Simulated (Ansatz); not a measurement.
Born–Oppenheimer molecular dynamics of H4OSi (6 atoms, charge 0, multiplicity 1). It goes on from the last frame of an earlier run, with new velocities.

All numbers below come from Ansatz, RKS B3LYP/def2-SVP.

```
ensemble        : NVT, Langevin thermostat
time step       : 0.5 fs
steps asked     : 100
set temperature : 3000 K
friction        : 0.01 /fs
seed            : 269583
```

First frame:

```xyz
6
Properties=species:S:1:pos:R:3
Si -0.013 -0.020 -0.006
O -0.035 -0.054 1.676
H -0.741 -0.550 2.120
H 1.404 -0.084 -0.460
H -0.680 1.189 -0.565
H -0.787 -1.180 -0.543
```

(1) How far do the bonds stretch over the last three quarters of this one trajectory? (Pairs bonded in most of those frames.)

## Answers

(1) 
| bond | mean (Å) | spread (Å) | shortest | longest |
| --- | --- | --- | --- | --- |
| Si1–O2 | 1.666 | 0.059 | 1.58 | 1.76 |
| Si1–H4 | 1.568 | 0.163 | 1.30 | 1.89 |
| Si1–H5 | 1.537 | 0.179 | 1.26 | 1.83 |
| Si1–H6 | 1.581 | 0.201 | 1.28 | 1.92 |
| O2–H3 | 0.970 | 0.032 | 0.91 | 1.03 |

Mean temperature of the second half: 2149 K. The mean temperature of the second half is 28 % below the set value. A run of 0.05 ps of so small a system gives no equilibrium averages.

The run took 83 s on 1 thread of Arm Neoverse V2 (shared host), peak memory 0.089 GiB.
